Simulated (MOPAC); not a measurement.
MOPAC input (AM1):

```
AM1 PRECISE GNORM=0.05 LET XYZ GEO-OK AUX(PRECISION=9) THREADS=1
CH3Cl

C     0.00819413 1    0.01326082 1   -1.13371283 1
Cl   -0.00477402 1   -0.00772595 1    0.66051769 1
H     0.01747178 1    1.04777215 1   -1.46340501 1
H     0.89974992 1   -0.50396843 1   -1.47517859 1
H    -0.88522815 1   -0.49202752 1   -1.48794019 1
```

Problem. What heat of formation does the run end on?

Solution. -18.97 kcal/mol.
